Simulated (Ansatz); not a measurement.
Saddle point of C2H10Si, singlet (C₂H₈Si (C[SiH2]C) + H₂ → CH₆Si ([CH3][SiH3]) + CH₄; bonds formed: Si1–H7, C2–H6; bonds broken: Si1–C2, H6–H7), PBE0-D4/def2-TZVP structure:

| atom | x (Å) | y (Å) | z (Å) |
| --- | --- | --- | --- |
| Si1 | -0.5483 | 0.2806 | 0.3204 |
| C2 | 0.6341 | -1.5381 | 0.5562 |
| H3 | -1.6002 | -0.7056 | -0.1612 |
| H4 | -1.1274 | 0.7617 | 1.6019 |
| C5 | -0.3812 | 1.3973 | -1.1687 |
| H6 | 0.9442 | -0.2352 | 0.7775 |
| H7 | 0.9652 | 0.8961 | 0.8811 |
| H8 | -0.0659 | -2.0608 | 1.2069 |
| H9 | 0.5472 | -1.8895 | -0.4718 |
| H10 | 1.6567 | -1.7298 | 0.9086 |
| H11 | 0.3531 | 0.9708 | -1.8590 |
| H12 | -0.0411 | 2.3969 | -0.8946 |
| H13 | -1.3366 | 1.4558 | -1.6973 |

Energies are electronic, without zero-point energy. Barriers and step energies count from the start structure reached by relaxing down the imaginary mode; all methods use the PBE0-D4 structures, on which another method's saddle can fall below an end. Program: Ansatz 0.2.0. Basis: def2-TZVPP, with def2-QZVPP for the basis limit. Cores are frozen in the correlated methods. B3LYP uses VWN-RPA correlation. Extrapolation: Hartree–Fock as exp(−7.88 √X), correlation as X^−2.97.

```
      method  barrier (kJ/mol)  step energy (kJ/mol)
       SPW92             231.3                 -25.3
      PBE-D4             265.0                 -26.2
     BLYP-D4             288.5                 -29.3
   r2SCAN-D4             279.1                 -27.2
      B97M-V                 ?                 -33.0
     PBE0-D4             280.1                 -28.6
    B3LYP-D4             298.4                 -31.7
  r2SCAN0-D4             289.4                 -29.0
    BHLYP-D4             316.6                 -35.4
CAM-B3LYP-D4             304.1                 -33.6
     wB97X-V                 ?                 -30.3
     wB97M-V             299.4                 -27.8
      B2PLYP             305.7                 -33.0
    PBE-QIDH             296.4                 -29.0
  RPA on PBE             306.3                 -32.3
          HF                 ?                 -47.6
         MP2             306.6                 -25.6
        CCSD             315.0                 -33.8
     CCSD(T)             306.8                 -30.6
```

(1) Fill in the withheld barriers. (To be estimated.)

T1 diagnostic: at most 0.011.

Answers

(1) By the calculation: HF 364.9; B97M-V 280.6; wB97X-V 303.6 kJ/mol. Each is the energy of the saddle less that of the start structure, by the same method.

For comparison, the barrier by CCSD(T) at an estimated basis limit (MP2 extrapolated from triple and quadruple zeta, plus CCSD(T) − MP2 in triple zeta) is 304.7 kJ/mol.

Labels in which every atom is bracketed show which atoms are joined, not bond orders.

For scale, one of the runs: CCSD(T)/def2-TZVPP, 244 basis functions, launched by `ansatz run in.yaml --threads 4 --pin off --events-out ev --progress --plain --max-ram 9574MiB`. Hardware: 4 CPU threads of an Arm Neoverse V2, shared host. Wall time 61 s; peak host memory 4.7 GiB.
